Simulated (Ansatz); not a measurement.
Geometry optimisation, RKS CAM-B3LYP-D4/def2-SVP in Ansatz 0.2.0.

input.yaml

```yaml
crystal:
  periodic: [false, false, false]
  atoms:
    - { symbol: O, position_ang: [-0.8706, 0.1197, -0.8934] }
    - { symbol: Si, position_ang: [0.3762, 0.083, 0.1178] }
    - { symbol: F, position_ang: [1.58334, -0.51626, -0.7392] }
    - { symbol: H, position_ang: [-1.6054, -0.3454, -0.6087] }
    - { symbol: H, position_ang: [0.6685, 1.48646, 0.54097] }
    - { symbol: H, position_ang: [0.08661, -0.794, 1.2974] }
basis:
  gaussian: { orbitals: def2-SVP }
hamiltonian:
  xc: cam_b3lyp
  dispersion: d4
relax:
  f_tol: 0.015
  max_steps: 40
```

Run as:

```bash
$ ansatz run input.yaml --threads 1 --pin off --max-ram 2048MiB --backend cpu --events-out ev --progress --plain --runs-dir out
```

Question: Where does it end, and by what steps?

Answer: The run converged. After 7 steps the energy has fallen by 0.218 eV; H4 moved furthest, 0.36 Å.

```csv
step,energy less start (eV),largest force component (eV/Å),accepted
0,0.0000,2.590,yes
1,-0.1382,0.494,yes
2,-0.1644,0.334,yes
3,-0.2048,0.209,yes
4,-0.2109,0.181,yes
5,-0.2159,0.130,yes
6,-0.2175,0.029,yes
7,-0.2175,0.006,yes
```

```xyz
6
Properties=species:S:1:pos:R:3
O -1.042 0.270 -0.683
Si 0.352 0.122 0.174
F 1.499 -0.573 -0.732
H -1.539 -0.520 -0.918
H 0.787 1.490 0.513
H 0.182 -0.755 1.360
```

Whether the end is a true minimum wasn't checked by a vibrational analysis.

Time of the run: 32 s on 1 thread of Intel(R) Xeon(R) Processor @ 2.50GHz (Skylake/Cascade Lake), on a shared host, peak memory 0.15 GiB.
